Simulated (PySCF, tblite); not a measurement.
Bulk modulus of zinc-blende BP: levels of theory against measurement

Reference value: 176 GPa (measured, 0 K, zero-point effect removed, our sources range from 168 to 176; as tabulated in Goldzak et al. (2022), arXiv:2208.04865).

What do GFN1-xTB, IPEA1-xTB, PBE, PBE0, Hartree–Fock, MP2 give, and how far is each from the reference?


```json
[
 {"level (code)": "GFN1-xTB (tblite)", "value (GPa)": "164", "cell (Å³/atom)": "11.96", "error (%)": "-6.8"},
 {"level (code)": "IPEA1-xTB (tblite)", "value (GPa)": "231", "cell (Å³/atom)": "11.58", "error (%)": "+31"},
 {"level (code)": "PBE (PySCF)", "value (GPa)": "160 ± 5", "cell (Å³/atom)": "11.76", "error (%)": "-9.1"},
 {"level (code)": "PBE0 (PySCF)", "value (GPa)": "173 ± 5", "cell (Å³/atom)": "11.56", "error (%)": "-1.7"},
 {"level (code)": "Hartree–Fock (PySCF)", "value (GPa)": "177 ± 5", "cell (Å³/atom)": "12.04", "error (%)": "+0.6"},
 {"level (code)": "MP2 (PySCF)", "value (GPa)": "182 ± 5", "cell (Å³/atom)": "11.38", "error (%)": "+3.4"}
]
```

Leaving aside IPEA1-xTB (doubt noted below): Once the reference is moved by up to 4.8 % (a margin picked here for doubts on the reference and the settings) and values within 1.7 % count as equal, the nearest can be Hartree–Fock (+0.6 %), PBE0 (-1.7 %), MP2 (+3.4 %) or GFN1-xTB (-6.8 %). Within 15 %: GFN1-xTB, PBE, PBE0, Hartree–Fock, MP2.

A ± on a computed value is a rough bar: the spread of its extrapolation, a floor set from checks against published values, or a statistical error. GFN1-xTB: the method was fitted mainly to molecules. GFN1-xTB, IPEA1-xTB: the run uses a supercell at the zone centre in place of a k mesh. IPEA1-xTB: this parameter set was refitted to ionisation energies, not structures. Each level is taken at its own relaxed cell.

Differences are worked out from the printed values.
